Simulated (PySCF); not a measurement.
**Dipole moment and polarisability across levels of theory**

Compound: nitrosyl chloride, ClNO.
SMILES: `O=NCl`

PySCF, dipoles from the SCF density, polarisabilities from static response with core orbitals frozen. Geometry: PBE0-D3(BJ)/def2-SVP; no solvent, vibrations or thermal averaging.

**Question.** How do dipole and polarisability depend on functional and basis here?

**Answer.** 

```tsv
level	μ (D)	error (%)	α (Å³)	error (%)	anisotropy (Å³)
LDA/def2-SVPD	1.598	-14.3	4.97	-1.4	4.23
PBE/def2-SVPD	1.725	-7.6	4.96	-1.7	4.23
B3LYP/def2-SVPD	1.771	-5.1	4.89	-3.0	4.22
PBE0/def2-SVPD	1.864	-0.1	4.83	-4.2	4.16
BHandHLYP/def2-SVPD	1.854	-0.6	4.80	-4.8	4.26
CAM-B3LYP/def2-SVPD	1.844	-1.2	4.88	-3.2	4.25
wB97X-D/def2-SVPD	1.909	+2.3	4.84	-4.0	4.19
LC-wPBE/def2-SVPD	2.002	+7.3	4.82	-4.5	4.26
HF/def2-SVPD	1.945	+4.2	4.84	-4.1	4.61
PBE0/6-31G*	2.014	+7.9	3.39	-32.8	4.66
```

Reference dipole: 1.866 D (measured, gas; NIST CCCBDB Release 22 (SRD 101), experimental dipoles). Reference dipole: 2.077 D (computed, CCSD(T)/CBS, all electrons, equilibrium geometry, gas; Hait, Head-Gordon, J. Chem. Theory Comput. 14 (2018) 1969). Reference polarisability: 5.045 Å³ (computed, CCSD(T)/CBS, static electronic, isotropic average, equilibrium geometry, gas; Hait, Head-Gordon, Phys. Chem. Chem. Phys. 20 (2018) 19800). Errors are taken against the first value of each kind. The anisotropy is √(½[(α1 − α2)² + (α2 − α3)² + (α3 − α1)²]). For the dipole, the smallest error is 0.1% (PBE0/def2-SVPD) and the largest 14.3% (LDA/def2-SVPD). For the polarisability, the smallest error is 1.4% (LDA/def2-SVPD) and the largest 32.8% (PBE0/6-31G*). The dipole runs from 1.60 D (LDA/def2-SVPD) to 2.01 D (PBE0/6-31G*). In one basis (def2-SVPD) the functionals order the polarisability from BHandHLYP (lowest) to LDA (highest), a spread of 4%. With PBE0 the polarisability is 3.39 Å³ without diffuse functions (6-31G*) and 4.83 Å³ with them (def2-SVPD). Measured values can belong to vibrating molecules; the computed ones are for one fixed geometry.
